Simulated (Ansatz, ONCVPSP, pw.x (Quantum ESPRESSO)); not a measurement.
## What a changed setting does to a pw.x run (bcc Fe)

Potential: optimised norm-conserving Vanderbilt (ONCV), ONCVPSP 4.0.1.1 (patched build), PBE; core [Ar], reference 3d6 4s2; waves: 4s: rc 2.30 bohr, ncon 4, nbas 8, qcut 2.3 1/bohr, 3 projectors, debl 1.3 Ha; p scattering state at 0.16 Ha: rc 2.50 bohr, ncon 3, nbas 6, qcut 3.5 1/bohr, 2 projectors, debl 3.5 Ha; 3d: rc 1.30 bohr, ncon 4, nbas 9, qcut 11.3 1/bohr, 2 projectors, debl 3.1 Ha; local part: polynomial inside 0.95 bohr (lpopt 5, dvloc0 5.5 Ha); core correction: polynomial model core, fcfact 0.7. In the p channel the program set the typed energies aside and used 0.050, 3.550 Ha.

The reference run (k-mesh 17³, cutoffs 135/540 Ry, Fermi–Dirac 0.01 Ry, mixing_beta 0.4, conv_thr 1e-9, no spin) gives -1.93 GPa at 10.545 Å³/atom, where all-electron LAPW gives 0.48 GPa. This run, with its own iteration cap, changes smearing to mv.

```
&control
  calculation='scf', prefix='x', pseudo_dir='./', outdir='./tmp', tstress=.true., disk_io='none'
/
&system
  ibrav=0, nat=1, ntyp=1, ecutwfc=135, ecutrho=540, nbnd=11,
  occupations='smearing', smearing='mv', degauss=0.01
/
&electrons
  conv_thr=1e-09, mixing_beta=0.4, electron_maxstep=60
/
ATOMIC_SPECIES
Fe 1.0 Fe.UPF
CELL_PARAMETERS angstrom
  -1.38142994 1.38142994 1.38142994
  1.38142994 -1.38142994 1.38142994
  1.38142994 1.38142994 -1.38142994
ATOMIC_POSITIONS crystal
Fe 0.0000 0.0000 0.0000
K_POINTS automatic
17 17 17 0 0 0
```

```bash
pw.x < Fe.scf.in > Fe.scf.out
```

Problem. How does the run end?

Solution. It converges in 7 iterations; the free energy moves by +98.0 meV/atom and the pressure by -2.03 GPa. This scheme is built to cancel the term in the square of the width that Fermi–Dirac smearing leaves in the F of a metal.

```
Message from routine setup:
     using ibrav=0 with symmetry is DISCOURAGED, use correct ibrav instead
     lattice parameter (alat)  =       4.5216  a.u.
     unit-cell volume          =      71.1612 (a.u.)^3
     number of electrons       =         8.00
     number of Kohn-Sham states=           11
     kinetic-energy cutoff     =     135.0000  Ry
     charge density cutoff     =     540.0000  Ry
     scf convergence threshold =      1.0E-09
     Exchange-correlation= PBE
     number of k points=   165  Marzari-Vanderbilt smearing, width (Ry)=  0.0100
     iteration #  1     ecut=   135.00 Ry     beta= 0.40
     total energy              =     -51.37406449 Ry
     estimated scf accuracy    <       0.05031946 Ry
     iteration #  2     ecut=   135.00 Ry     beta= 0.40
     total energy              =     -51.38671764 Ry
     estimated scf accuracy    <       0.00681699 Ry
     iteration #  3     ecut=   135.00 Ry     beta= 0.40
     total energy              =     -51.38792985 Ry
     estimated scf accuracy    <       0.00034638 Ry
     iteration #  4     ecut=   135.00 Ry     beta= 0.40
     total energy              =     -51.38793720 Ry
     estimated scf accuracy    <       0.00000134 Ry
     iteration #  5     ecut=   135.00 Ry     beta= 0.40
     total energy              =     -51.38793821 Ry
     estimated scf accuracy    <       0.00000004 Ry
     iteration #  6     ecut=   135.00 Ry     beta= 0.40
     total energy              =     -51.38793824 Ry
     estimated scf accuracy    <       0.00000001 Ry
     iteration #  7     ecut=   135.00 Ry     beta= 0.40
     the Fermi energy is    14.7559 ev
!    total energy              =     -51.38793824 Ry
     estimated scf accuracy    <          1.1E-10 Ry
     smearing contrib. (-TS)   =      -0.00006393 Ry
     The total energy is F=E-TS. E is the sum of the following terms:
     one-electron contribution =       6.83359492 Ry
     hartree contribution      =       6.98484159 Ry
     xc contribution           =     -20.59631706 Ry
     ewald contribution        =     -44.60999377 Ry
     convergence has been achieved in   7 iterations
          total   stress  (Ry/bohr**3)                   (kbar)     P=      -39.59
     Message from routine punch:
     Nothing written, as per user request (disk_io='none')
```

The run took about 41 s on one core of a shared host (Neoverse-V2, 96 threads, 742 GiB, load 76).
